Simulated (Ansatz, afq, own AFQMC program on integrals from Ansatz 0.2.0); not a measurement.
# Where AFQMC and coupled cluster stand for SiH₃, doublet

```yaml
atoms:
  - { symbol: H, position_ang: [-2.6537, 0.0479, 0.0000] }
  - { symbol: H, position_ang: [-1.7357, 0.0479, 0.0000] }
  - { symbol: Si, position_ang: [0.1383, 0.0479, 0.0000] }
  - { symbol: H, position_ang: [0.5348, -1.4316, 0.0000] }
```

Basis cc-pVTZ. Only valence electrons are correlated. Ansatz 0.2.0 and our own AFQMC program on the same integrals; the CISD trial comes from CCSD amplitudes, and released means the phaseless constraint is let go. Uncertainties: one standard error, sampling alone.

Determinant: UHF, the one that the program's search chose, which needn't be the lowest solution. The geometry is a point of a scan.

No full CI on the walks' own integrals is used here; CCSDT(Q) serves as the reference and is uncertain by about the last step of the cluster series.

Cautions: unrestricted determinant slightly spin contaminated (⟨S²⟩ 0.80 against 0.75); the released energies are still falling, so no released level is given (meV from the phaseless value at times in 1/Eh: -3.5 ± 2.4 at 0.24, -5.0 ± 2.3 at 0.51, -10 ± 3 at 0.99, -14.8 ± 1.8 at 1.62, -16.1 ± 1.8 at 2.40), though the last usable value meets CCSDT(Q) within the noise.

The T1 diagnostic is 0.0332 and the weight of the determinant in the CISD state is 0.882. The ⟨S²⟩ of the determinant is 0.800 and the size of the correlated space is 7 electrons in 71 orbitals.

| level | correlation energy (eV) |
| --- | --- |
| MP2 | -3.2966 |
| CCSD | -4.1903 |
| CCSD(T) | -4.3137 |

Task: Estimate where phaseless AFQMC with a CISD trial lies against CCSD(T) on the same integrals.

Result: 1.6 ± 0.2 kJ/mol below CCSD(T).

Reference: CCSDT(Q), correlation energy -4.347 eV.

```
        level  E − E(reference) (kJ/mol)  share of correlation (%)
      CCSD(T)                        3.2                     99.23
        CCSDT                        0.4                     99.90
ph-AFQMC/CISD                  1.7 ± 0.2                     99.60
```

A walk keeps the symmetry of its determinant, which the program's search chose and which needn't be the lowest solution, so a lower state of the same spin and another symmetry isn't excluded.
